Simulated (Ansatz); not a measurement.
# Multireference treatment of C₂H₆, singlet

Calculated in Ansatz's Gaussian-basis code. Basis aug-cc-pVDZ, nonrelativistic, no frozen core. State-specific CASSCF; RHF is the lowest restricted (open-shell) Hartree–Fock solution met. Solutions may break the symmetry of the shape. No proof that the lowest CASSCF solution was found.

Geometry:

```xyz
8

C     0.0000    0.0000    1.1433
C     0.0000    0.0000   -1.1433
H     0.0000    1.0190    1.5383
H    -0.8824   -0.5095    1.5383
H     0.8824   -0.5095    1.5383
H     0.0000   -1.0190   -1.5383
H    -0.8824    0.5095   -1.5383
H     0.8824    0.5095   -1.5383
```

What do CASSCF and its corrections give against RHF in CAS(2,2), and what are the occupations?

CASSCF -1.180 eV, SC-NEVPT2 -9.130 eV; occupations 1.86, 0.14.
